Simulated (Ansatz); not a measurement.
# PHF2 (singlet): from Hartree-Fock to the top rungs, cc-pVDZ

An exercise on one series of results from a longer session: the logs are not shown, and one member is left open.

The runs use Ansatz 0.2.0, Gaussian basis; cc-pVDZ, core rule «outside noble gas», up to 7 orbitals frozen.

The runs, in order: UHF; CCSD(T) on RHF; BCCD(T) on RHF; CISD; CCSDT(Q) on RHF.

18 further runs of the same task are left out: 6 for a known fault of the program, 3 that didn't finish, 9 set aside as unsound or not needed.

### The system

The geometry is a PBE0/def2-TZVP stationary point (not a proven minimum).

4 atoms, charge 0, spin multiplicity 1.

Atoms are counted from 1 here; the program's logs count them from 0.

Bond lengths: F1–P2 1.587 Å, P2–F3 1.587 Å, P2–H4 1.434 Å. Angles: F1–P2–F3 99.3°, F1–P2–H4 95.5°, F3–P2–H4 95.5°.

Set-up of the first run:

Input file in.yaml:

```yaml
crystal:
  periodic: [false, false, false]
  atoms:
    - {symbol: F, position_ang: [0.046705, 0.470913, 1.208966]}
    - {symbol: P, position_ang: [-0.098795, -0.546595, 0.000000]}
    - {symbol: F, position_ang: [0.046705, 0.470913, -1.208966]}
    - {symbol: H, position_ang: [1.275275, -0.955519, 0.000000]}
basis:
  gaussian: {orbitals: cc-pVDZ}
magnetization: {spin_polarized: true, initial_magnetization: 0}
hamiltonian: {xc: hf}
output: {orbitals: {seedname: orbitals}}
```

Run with:

```
> ansatz run in.yaml --threads 1 --pin off --events-out ev --progress --plain --max-ram 2393MiB
```

Among the steps run: UHF; CCSD(T) on RHF; BCCD(T) on RHF; CISD; CCSDT(Q) on RHF.

One of the session's tables, all rows but one given; the rest of the session is left out.

```
   method  from RCCSDT(Q) (kcal/mol)
      RHF                    +324.40
     RMP2                     +18.80
     CISD                     +37.95
    RCCSD                      +6.96
 RCCSD(T)                      +1.10
  BCCD(T)                      +0.94
   RCCSDT                          ?
RCCSDT(Q)                          0
```

Q: Estimate the row for RCCSDT from the others.

The run gave: from RCCSDT(Q) (kcal/mol): +0.73. In the column «from RCCSDT(Q) (kcal/mol)» it lies between RCCSDT(Q) (0) and BCCD(T) (+0.94).

With the free atoms at the same levels and basis (separate runs), the atomisation energy is 10.931 eV at RCCSDT(Q), 10.903 eV at RCCSD(T), 7.412 eV at RHF.
